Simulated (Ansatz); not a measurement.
# C₄H₆S: small, medium and large basis sets

An exercise on one series of results from a longer session: the logs are not shown, and one member is left open.

Program: Ansatz 0.2.0, Gaussian basis. Level of theory: one geometry, several basis sets. These are calculated values, not measurements.

Plan: PBE0-D4/def2-SVP; ωB97M-V/def2-SVP; PBE0-D4/def2-QZVPP; ωB97M-V/def2-QZVPP; the functionals' def2-TZVPP values are taken from earlier runs.

## The relaxed structure

An earlier PBE0-D4 in a triple-zeta def2 set relaxation fixed the geometry.

SMILES `CC1=CSC1`, 11 atoms, charge 0, spin multiplicity 1.

Atoms are counted from 1 here; the program's logs count them from 0.

Bond lengths: C1–C2 1.481 Å, C1–H6 1.095 Å, C1–H7 1.092 Å, C1–H8 1.095 Å, C2–C3 1.337 Å, C2–C5 1.502 Å, C3–S4 1.766 Å, C3–H9 1.082 Å, S4–C5 1.842 Å, C5–H10 1.092 Å, C5–H11 1.092 Å. Angles: C2–C1–H6 111.4°, C2–C1–H7 110.8°, C2–C1–H8 111.4°, H6–C1–H7 108.0°, H6–C1–H8 107.0°, H7–C1–H8 108.0°, C1–C2–C3 132.9°, C1–C2–C5 128.3°, C3–C2–C5 98.7°, C2–C3–S4 98.4°, C2–C3–H9 133.7°, S4–C3–H9 127.8°, C3–S4–C5 73.4°, C2–C5–S4 89.5°, C2–C5–H10 115.8°, C2–C5–H11 115.8°, S4–C5–H10 112.0°, S4–C5–H11 112.0° and more.

Coordinates:

```xyz
11
charge 0, multiplicity 1
C    -1.3447    0.4430    0.3642
C     0.0218   -0.0833    0.1437
C     0.8398   -0.8349    0.8882
S     2.2057   -0.9141   -0.2283
C     0.9093    0.1005   -1.0542
H    -1.3627    1.5372    0.3240
H    -1.7272    0.1343    1.3388
H    -2.0397    0.0837   -0.4020
H     0.7569   -1.2850    1.8690
H     1.2475    1.1212   -1.2428
H     0.5586   -0.3595   -1.9800
```

The first run:

Input file in.yaml:

```yaml
crystal:
  periodic: [false, false, false]
  atoms:
    - {symbol: C, position_ang: [-1.344698, 0.442973, 0.364229]}
    - {symbol: C, position_ang: [0.021824, -0.083297, 0.143699]}
    - {symbol: C, position_ang: [0.839820, -0.834938, 0.888239]}
    - {symbol: S, position_ang: [2.205702, -0.914130, -0.228306]}
    - {symbol: C, position_ang: [0.909279, 0.100521, -1.054236]}
    - {symbol: H, position_ang: [-1.362706, 1.537178, 0.323988]}
    - {symbol: H, position_ang: [-1.727152, 0.134335, 1.338836]}
    - {symbol: H, position_ang: [-2.039673, 0.083729, -0.402033]}
    - {symbol: H, position_ang: [0.756896, -1.285041, 1.868974]}
    - {symbol: H, position_ang: [1.247517, 1.121221, -1.242750]}
    - {symbol: H, position_ang: [0.558590, -0.359548, -1.980041]}
basis:
  gaussian: {orbitals: def2-SVP}
hamiltonian: {xc: pbe0, dispersion: d4}
output: {orbitals: {seedname: orbitals}}
```

The run is started by

```
> ansatz run in.yaml --threads 4 --pin off --events-out ev --progress --plain --max-ram 10444MiB
```

Among the steps run: PBE0-D4 in def2-SVP; ωB97M-V in def2-SVP; PBE0-D4 in def2-QZVPP; ωB97M-V in def2-QZVPP.

One table of the session follows, with a row left open; its other results are not shown here.

It belongs to the step «Functionals by basis». 

```
functional       basis  HOMO (eV)  LUMO (eV)
   PBE0-D4    def2-SVP      -5.81       0.52
   PBE0-D4  def2-TZVPP      -5.88       0.20
   PBE0-D4  def2-QZVPP      -5.91       0.02
   ωB97M-V    def2-SVP      -7.92       2.68
   ωB97M-V  def2-TZVPP      -8.01       2.21
   ωB97M-V  def2-QZVPP          ?          ?
```

**Question.** Estimate the row for ωB97M-V, def2-QZVPP.

As computed: HOMO (eV): -8.04; LUMO (eV): 1.66. In the column «HOMO (eV)» it is the lowest.
